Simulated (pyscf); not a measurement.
H₂C=NH₂⁺ -> HC≡NH⁺ + H₂, an elimination (singlet surface; C–H, H–N broken, H–H formed). Single points on ωB97X-D3(BJ)/def2-SVP structures (PySCF, gas phase). Energies in kcal/mol from the reactant's lowest minimum found.

Small-basis levels: PySCF, no dispersion term, spherical d functions. AM1 to PM7: differences of heats of formation from MOPAC, which are fitted to 298 K values and so differ in kind from electronic energies by zero-point and thermal terms. 

| level | barrier | reaction energy |
|---|---|---|
| HF/STO-3G | 109.7 | +76.3 |
| HF/6-31G* | 107.0 | +61.7 |
| B3LYP/STO-3G | 106.3 | +76.4 |
| B3LYP/6-31G* | 98.9 | +60.1 |
| B3LYP/def2-SVP | 98.9 | +60.0 |
| PM3 | 77.8 | +15.7 |
| PM7 | 90.2 | -2.8 |
| ωB97M-D3(BJ)/def2-TZVP | 97.8 | +58.1 |

Against the last row the barrier runs from -20.0 (PM3) to +11.9 kcal/mol (HF/STO-3G). ωB97M-D3(BJ)/def2-TZVP has limits of its own. At the saddle there is also a short C–H contact that neither side keeps. One saddle was located; it need not be the lowest between these sides. A restricted solution here is unstable towards spin polarisation, so biradical character is likely and single-reference numbers are less safe.
